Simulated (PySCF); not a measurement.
## Calculated properties of `C=C/C=C(\C)F`

Species: C5H7F.
SMILES with atom numbers: `[CH2:1]=[CH:2]/[CH:3]=[C:4](\[CH3:5])[F:6]` (hydrogens: H7, H8 on C1; H9 on C2; H10 on C3; H11, H12, H13 on C5)

Cartesian coordinates in Å at the GFN2-xTB level; atoms count from 1:
```
atom  x, y, z in Å
C1     2.214   -0.181   -1.146
C2     0.977   -0.295   -0.673
C3     0.419    0.621    0.292
C4    -0.810    0.564    0.804
C5    -1.919   -0.396    0.559
F6    -1.160    1.521    1.705
H7     2.870    0.612   -0.827
H8     2.615   -0.874   -1.865
H9     0.346   -1.104   -1.015
H10    1.065    1.423    0.623
H11   -1.632   -1.151   -0.163
H12   -2.196   -0.880    1.497
H13   -2.794    0.141    0.193
```

Among its groups: C=C double bond and C–F bond.

From GFN2-xTB geometry:

```yaml
Point_group_of_the_GFN2-xTB_geometry: Cs
Rotational_constants_A_B_C_of_the_GFN2-xTB_geometry: 8.342, 1.945, 1.593 GHz
```

**PBE0/def2-SVPD ground state and vertical TDDFT (core frozen in the response) (PySCF)**

```yaml
Dipole_moment: 1.55 D
HOMO_energy: -6.54 eV
LUMO_energy: -0.70 eV
HOMO–LUMO_gap: 5.84 eV
Lowest_singlet_excitation: 5.73 eV (216 nm, f = 0.724)
Strongest_line_among_the_8_lowest_singlet_transitions: S1 at 5.73 eV (216 nm, f = 0.724)
Lowest_triplet_excitation_Tamm–Dancoff: 3.14 eV
Static_isotropic_polarisability: 68.2 au
Electronic_spatial_extent_⟨r²⟩_about_the_centre_of_nuclear_charge: 730 bohr²
```

PBE0/pcSseg-1 ground state and GIAO shieldings, non-relativistic (PySCF):

```yaml
Lowest_Hirshfeld_atomic_charge: -0.12 e on C5
Highest_Hirshfeld_atomic_charge: +0.10 e on C4
13C_chemical_shifts_computed_TMS_as_zero_by_class: 171.7 (C4), 138.2 (C2), 122.1 (C1), 117.2 (C3), 16.8 (C5) ppm
1H_chemical_shifts_computed_TMS_as_zero_by_class: 6.47 (H9), 6.05 (H10), 5.43 (H7), 5.29 (H8), 2.13 (H11/H12/H13) ppm
Isotropic_shieldings_of_nuclei_other_than_C_and_H_by_class: 261 (F6) ppm
Mayer_bond_orders_between_heavy_atoms: C1–C2 1.91, C2–C3 1.08, C3–C4 1.80, C4–C5 1.08, C4–F6 0.89
```

From B3LYP/pcJ-1 indirect spin-spin coupling, non-relativistic, gas phase; spin–dipole term left out for some pairs (PySCF):

```yaml
Largest_of_the_computed_one-bond_spin–spin_couplings_means_over_like_bonds: 19F–13C -324.2 (F6–C4), 13C–1H +166.1 (C1–H8), 13C–1H +162.8 (C1–H7), 13C–1H +159.9 (C3–H10), 13C–1H +156.8 (C2–H9), 13C–1H +135.1 (C5–H11 and 2 like it), 13C–13C +95.7 (C3–C4), 13C–13C +78.8 (C1–C2) Hz
```

Monoisotopic mass from the formula: 86.0532 u.

The polarisability is 10.10 Å³ as a volume (1 au = 0.148185 Å³), or 1.48 au for each of the 46 electrons. The largest Löwdin shares of the HOMO are 0.24 on C1, 0.21 on C4, 0.20 on C3 and 0.15 on C2. In atomic units the dipole is 0.61 e·bohr (1 au = 2.5417 D). The largest Löwdin shares of the LUMO are 0.26 on C1, 0.22 on C4, 0.19 on C2 and 0.11 on C3. A dipole of 1.55 D is allowed in Cs, and pure rotational transitions are dipole-allowed. No computed singlet falls in the visible range (750 to 380 nm, 1.65 to 3.26 eV); S1 lies 2.47 eV above its blue end. With B = h/(8π²I), that is 505.379 GHz u Å² over I, the principal moments of inertia are 60.6, 259.9 and 317.3 u Å² (most abundant isotopes); the inertial defect Ic − Ia − Ib is -3.2 u Å² (zero for a rigid planar frame, negative otherwise). The rotational constants make it an asymmetric top with κ = (2B − A − C)/(A − C) = -0.90, nearer the prolate limit (−1).

 NMR classes are plain means over equivalent atoms (diastereotopic ones count apart unless rotation or inversion swaps them), as if these changed places fast; in this geometry the members of some classes differ.

One conformer stands for the species.
